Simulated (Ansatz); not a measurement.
Two structures of CH₇OSi, doublet, reached by relaxing down either side of one saddle point (PBE0-D4/def2-TZVP). Energies are electronic, without zero-point energy. Ansatz 0.2.0; basis: def2-TZVPP and def2-QZVPP; cores frozen in the correlated methods; orbitals are unrestricted. Extrapolation: Hartree–Fock as exp(−7.88 √X), correlation as X^−2.97. First:

H1  (1.120, -1.243, -0.563)
Si2  (1.399, 0.062, -1.202)
O3  (0.350, 1.133, -0.512)
C4  (-1.814, -0.603, 1.678)
H5  (1.191, -0.034, -2.673)
H6  (2.815, 0.455, -0.962)
H7  (0.384, 2.045, -0.804)
H8  (-1.469, -0.857, 2.670)
H9  (-2.736, -1.030, 1.310)
H10  (-1.240, 0.071, 1.057)
(Å)

Second:

```xyz
10
angstrom
H -0.5653 -1.3169 0.7621
Si 1.8474 0.2810 -1.1915
O 0.9429 1.3939 -0.3742
C -1.3431 -0.6311 1.0988
H 0.9819 -0.6230 -2.0142
H 2.7594 1.0644 -2.0681
H 0.2063 1.0553 0.1398
H -2.1461 -1.2007 1.5647
H -1.7503 -0.0846 0.2468
H -0.9331 0.0616 1.8357
```

**Question.** Which bonds change from the first to the second?

**Answer.** SiH₄O ([OH][SiH3]) + CH₃ → SiH₃O ([OH][SiH2]) + CH₄; bonds formed: H1–C4; bonds broken: H1–Si2.

**Question.** Give the saddle point's structure and its height above each. (To be estimated.)

**Answer.** By the calculation: 0.474 eV above the first and 1.120 eV above the second (CCSD(T) at an estimated basis limit (MP2 extrapolated from triple and quadruple zeta, plus CCSD(T) − MP2 in triple zeta)).
H1  (-0.138, -0.420, 0.236)
Si2  (0.925, 0.140, -0.832)
O3  (0.555, 1.745, -0.954)
C4  (-1.270, -0.752, 1.302)
H5  (0.785, -0.550, -2.149)
H6  (2.326, -0.061, -0.359)
H7  (1.065, 2.281, -1.562)
H8  (-0.706, -1.328, 2.026)
H9  (-1.976, -1.301, 0.690)
H10  (-1.566, 0.246, 1.602)
(Å)

T1 diagnostic: at most 0.014. ⟨S²⟩ of the unrestricted Hartree–Fock references: 0.75 to 0.78 (a pure state has 0.75).

Radical steps of this kind take place in plasma deposition and etching.

Labels in which every atom is bracketed show which atoms are joined, not bond orders.

For scale, one of the runs: CCSD(T)/def2-TZVPP, 202 basis functions, launched by `ansatz run in.yaml --threads 4 --pin off --events-out ev --progress --plain --max-ram 9574MiB`. Hardware: 4 CPU threads of a Oxide Virtual Turin-like, shared host. Wall time 64 s; peak host memory 6.5 GiB.
